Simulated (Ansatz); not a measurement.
```yaml
atoms:
  - { symbol: C, position_ang: [1.2079, 0.0000, 0.0000] }
  - { symbol: C, position_ang: [0.3733, 1.1488, 0.0000] }
  - { symbol: C, position_ang: [-0.9772, 0.7100, 0.0000] }
  - { symbol: C, position_ang: [-0.9772, -0.7100, 0.0000] }
  - { symbol: C, position_ang: [0.3733, -1.1488, 0.0000] }
  - { symbol: C, position_ang: [2.6179, 0.0000, 0.0000] }
  - { symbol: H, position_ang: [3.1679, 0.9300, 0.0000] }
  - { symbol: H, position_ang: [3.1679, -0.9300, 0.0000] }
  - { symbol: H, position_ang: [0.7086, 2.1807, 0.0000] }
  - { symbol: H, position_ang: [-1.8550, 1.3478, 0.0000] }
  - { symbol: H, position_ang: [-1.8550, -1.3478, 0.0000] }
  - { symbol: H, position_ang: [0.7086, -2.1807, 0.0000] }
```

Basis set: def2-SVP. Charge 0. Computed with Ansatz (development build ahead of 0.2.0); the lowest solution found for each multiplicity.

Question: How do the multiplicities compare at this shape? Give, from the lowest of each method, PBE0 (restricted) for 1, 3; PBE0 (unrestricted) for 1, 3; HF (unrestricted) for 1, 3; HF (restricted) for 1, 3.

Answer:

```csv
method,multiplicity,E (eV),<S²>
"PBE0, restricted",1,0.000,0.00
"PBE0, restricted",3,1.336,2.00
"PBE0, unrestricted",1,0.000,0.00
"PBE0, unrestricted",3,1.174,2.03
"HF, unrestricted",1,0.000,0.98
"HF, unrestricted",3,0.569,2.31
"HF, restricted",1,0.000,0.00
"HF, restricted",3,0.855,2.00
```

Caution for HF, unrestricted: the unrestricted determinant is a mixture of spin states. Caution for HF, restricted: an unrestricted determinant lies well below.
